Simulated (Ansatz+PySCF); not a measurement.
A calculation with PySCF 2.14.0.

```python
from pyscf import gto, scf, mp

mol = gto.M(atom="""
N -0.038660 -0.004720 0.653770
N 0.023240 -0.002850 -0.646600
H 0.017520 -0.882310 1.148990
H 0.016740 0.876120 1.156170
H -0.007740 -0.885490 -1.144160
H -0.012960 0.885640 -1.160330
""", basis='cc-pvtz', charge=1, spin=1)
mf = scf.UHF(mol)
mf.kernel()
pt = mp.MP2(mf, frozen=2).run()
print(mf.e_tot, pt.e_corr, pt.e_tot)
```

The script is written out from the run's settings.

Results

```
Converged                       : yes
Reference energy                : -110.97212 hartree
Correlation energy              : -0.40179 hartree
Total energy                    : -111.37391 hartree
Spin squared of the determinant : 0.770
```

Caution: MP2 on this radical cation hangs on the determinant chosen.
